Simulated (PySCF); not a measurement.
All values below come from B3LYP-D3(BJ)/def2-TZVP // B3LYP-D3(BJ)/def2-SVP in PySCF 2.14.0. All species are isolated molecules in the gas phase. B3LYP has the VWN-RPA correlation part, as in Gaussian. 

Reference species (SMILES): `N` (neutral, multiplicity 1).

| Item | Value |
|---|---|
| HOMO–LUMO gap | 8.03 eV |
| dipole moment | 1.78 D |

Changed species: `COC` (free base O(CH3)2; the reference has free base NH3).

Task: What does the change do to the HOMO–LUMO gap and dipole moment?

Result: the HOMO–LUMO gap rises by 0.19 eV, to 8.22 eV; the dipole moment drops by 0.59 D, to 1.19 D.
